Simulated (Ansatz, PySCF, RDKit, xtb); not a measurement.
**CH7BSi: a search for the lowest isomer**

Given the formula CH7BSi and nothing else, which arrangement of the atoms is the most stable in the gas at 298.15 K, and what are its properties?

Plan: many cheap relaxations first (GFN2-xTB), then density-functional screening, relaxation at B3LYP-D3(BJ)/def2-SVP, vibrations and a final energy. The numbers are computed, not measured.

4 further runs of the same task are left out: 4 set aside as unsound or not needed.

## 1. Drawing up candidates

All bonding patterns within simple valence rules are listed by program: one Lewis structure each, at most two rings and one unusual centre or charged pair. O–O, O–halogen and N–halogen bonds and N–N–N chains are not drawn. That gives 7 candidates.

| label | SMILES | spin |
| --- | --- | --- |
| c194 | [CH2+][BH2-][SiH3] | singlet |
| c210 | BC[SiH3] | singlet |
| c307 | C[BH2-][SiH2+] | singlet |
| c369 | B[SiH2]C | singlet |
| c644 | [BH3-][SiH+]C | singlet |
| c859 | CB[SiH3] | singlet |
| c955 | [BH3-][CH+][SiH3] | singlet |

Candidates are built by distance geometry, with a force field where one applies, in up to four conformers (letters a to d).

Q: Predict the outcome of this search (final energies at CCSD(T)/def2-TZVP).

| quantity | value |
| --- | --- |
| lowest structure found | BC[SiH3], singlet, Cs |
| next finalist | CB[SiH3], singlet, 6.4 kcal/mol higher in G |
| share at equilibrium, among the finalists | 100.0 % |
| harmonic wavenumbers, lowest and highest (B3LYP-D3(BJ)/def2-SVP) | 111 and 3110 cm⁻¹ |
| rotational constants, same geometry | 0.732, 0.1813, 0.1645 cm⁻¹ |
| dipole moment (PBE0/def2-TZVPD) | 0.93 D |
| HOMO energy (PBE0/def2-TZVPD) | -9.04 eV |
| LUMO energy (PBE0/def2-TZVPD) | -1.42 eV |
| HOMO–LUMO gap (PBE0/def2-TZVPD) | 7.62 eV |
| lowest excitation (TD-CAM-B3LYP/def2-SVPD) | 5.88 eV (f = 0.001) |
| strongest of the states computed, same level | 8.35 eV (f = 0.138) |
| lowest triplet excitation, same level, Tamm-Dancoff | 5.24 eV |
| vertical ionisation energy | 11.13 eV |
| vertical electron affinity | -0.22 eV (unbound: the value depends on the basis) |
| vertical triplet less singlet | +5.21 eV |

The lowest structure found is `BC[SiH3]`. Among the finalists first place is clear (6.4 kcal/mol); structures outside the list aren't covered. GFN2-xTB, HF/STO-3G, r2SCAN-D4/def2-SVP, B3LYP-D3(BJ)/def2-SVP, HF/def2-TZVP and MP2/def2-TZVP already put its bonding pattern lowest among the structures in one piece. Lowest found is not proven lowest: the search is finite, and each finalist counts with one conformer. Patterns outside the rules of the enumeration were met only by chance.
